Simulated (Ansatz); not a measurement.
# Worked example: correlation energy of Si–CH2⁺, doublet

Geometry: that of the Si–CH2, singlet, kept fixed.

```xyz
4

Si    0.0000    0.0000    0.5957
C     0.0000    0.0000   -1.1063
H     0.0000   -0.9093   -1.7078
H     0.0000    0.9093   -1.7078
```

Basis cc-pVDZ; Ansatz 0.2.0. Only valence electrons are correlated (noble-gas cores frozen), which leaves 9 electrons in 36 orbitals. Prefix R: restricted or restricted open-shell reference.

Full CI isn't at hand for all of this; RCCSDTQ serves as the reference, and is uncertain by about the last step of the cluster series.

Runs differ by some tens of microhartree through their thresholds and, for an open shell, their frozen cores, so steps under 0.03 kcal/mol mean nothing.

```json
{"level": "RHF", "total energy (hartree)": "-327.602150"}
{"level": "RMP2", "total energy (hartree)": "-327.772795"}
{"level": "RCCSD", "total energy (hartree)": "-327.806791"}
{"level": "RCCSD(T)", "total energy (hartree)": "-327.812110"}
{"level": "RCCSDT", "total energy (hartree)": "-327.813010"}
{"level": "RCCSDT(Q)", "total energy (hartree)": "-327.813317"}
{"level": "RCCSDTQ", "total energy (hartree)": "-327.813338"}
```

Problem. What is the correlation energy at RCCSDTQ, and what share of it do RMP2 and RCCSDT recover?

Solution. E(corr) = -327.813338 − (-327.602150) = -0.211188 hartree = -5.747 eV. RMP2: -0.170645 / -0.211188 = 80.80 %. RCCSDT: -0.210860 / -0.211188 = 99.84 %.

Problem. By how many kcal/mol does RCCSD(T) miss RCCSDTQ (1 hartree = 627.509 kcal/mol), and which steps make up the rest?

Solution. -327.812110 − (-327.813338) = 0.001228 hartree = 0.77 kcal/mol. Steps: RCCSDT − RCCSD(T) = -0.56, RCCSDT(Q) − RCCSDT = -0.19, RCCSDTQ − RCCSDT(Q) = -0.01 kcal/mol. That is within 1 kcal/mol of the reference in this basis, which itself misses far more of the correlation at the basis-set limit.
